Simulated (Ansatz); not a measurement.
# BSiHO (triplet): the correlation ladder at distance O2–Si3 = 5.545 Å, cc-pVDZ

How much of the correlation energy of BSiHO (triplet) does each wave-function method recover here?

The runs use Ansatz 0.2.0, Gaussian basis; cc-pVDZ, correlated electrons: outside noble gas.

Plan: UHF; CCSD(T) on ROHF; CCSD(T) on UHF; BCCD(T) on ROHF; CISD; CCSDT(Q) on ROHF; CCSDT(Q) on UHF; CASSCF and MRCISD+Q, 4 electrons in 4 orbitals; CASSCF and NEVPT2, 4 electrons in 4 orbitals.

## 1. The geometry

The geometry derives from a PBE0/def2-TZVP stationary point (not a proven minimum). One bond is set to the value named and the two fragments are kept rigid.

4 atoms, charge 0, spin multiplicity 3.

Atoms are counted from 1 here; the program's logs count them from 0.

Bond lengths: B1–O2 1.301 Å, B1–H4 1.196 Å. Angles: O2–B1–H4 128.4°.

Coordinates:

```
B     0.0000   -0.3228    1.8270
O     0.0000   -0.2048    0.5311
Si    0.0000   -0.0153   -5.0106
H     0.0000    0.5429    2.6525
```

In the tables R marks a restricted open-shell determinant and U an unrestricted one; 'pair' is the active space of 4 electrons in 4 orbitals; correlation energies count from the lowest restricted Hartree-Fock solution.

## 2. UHF

The input, in.yaml:

```yaml
crystal:
  periodic: [false, false, false]
  atoms:
    - {symbol: B, position_ang: [-0.000001, -0.322806, 1.827020]}
    - {symbol: O, position_ang: [-0.000031, -0.204822, 0.531128]}
    - {symbol: Si, position_ang: [0.000040, -0.015274, -5.010631]}
    - {symbol: H, position_ang: [-0.000009, 0.542901, 2.652483]}
basis:
  gaussian: {orbitals: cc-pVDZ}
magnetization: {spin_polarized: true, initial_magnetization: 2}
hamiltonian: {xc: hf}
output: {orbitals: {seedname: orbitals}}
```

The run is started by

```bash
> ansatz run in.yaml --threads 1 --pin off --events-out ev --progress --plain --max-ram 2393MiB
```

The runs that follow: CCSD(T) on ROHF; CCSD(T) on UHF; BCCD(T) on ROHF; CISD; CCSDT(Q) on ROHF; CCSDT(Q) on UHF; CASSCF and MRCISD+Q, 4 electrons in 4 orbitals; CASSCF and NEVPT2, 4 electrons in 4 orbitals.

Before running them: what should the planned runs give, taken together? Wanted: correlation energy, UCCSDT(Q); RMP2 from UCCSDT(Q); UMP2 from UCCSDT(Q); RCCSD from UCCSDT(Q); RCCSD(T) from UCCSDT(Q); UCCSD(T) from UCCSDT(Q); RCCSDT(Q) from UCCSDT(Q); NEVPT2 pair from UCCSDT(Q); MRCISD+Q pair from UCCSDT(Q).

As calculated:

| quantity | value |
| --- | --- |
| correlation energy, UCCSDT(Q) | -10.1873 eV |
| RMP2 from UCCSDT(Q) | +1064.0 meV |
| UMP2 from UCCSDT(Q) | +1074.5 meV |
| RCCSD from UCCSDT(Q) | +429.9 meV |
| RCCSD(T) from UCCSDT(Q) | +54.7 meV |
| UCCSD(T) from UCCSDT(Q) | +72.9 meV |
| RCCSDT(Q) from UCCSDT(Q) | -3.3 meV |
| NEVPT2 pair from UCCSDT(Q) | +1208.3 meV |
| MRCISD+Q pair from UCCSDT(Q) | +269.4 meV |
| levels of the table within 1 kcal/mol (43 meV) | RCCSDT, UCCSDT, RCCSDT(Q) |
| T1 diagnostic | 0.029 |

In words: RCCSD(T) lands +54.7 meV from the yardstick (0.5 % of the correlation energy). Of the multireference levels listed MRCISD+Q pair comes nearest in total energy (+269.4 meV), which doesn't show that its space is the better one. Coupled cluster took another determinant than the lowest Hartree-Fock one. These misses are within one basis, not against nature; the frozen cores of restricted and unrestricted runs differ, which can shift their rows.
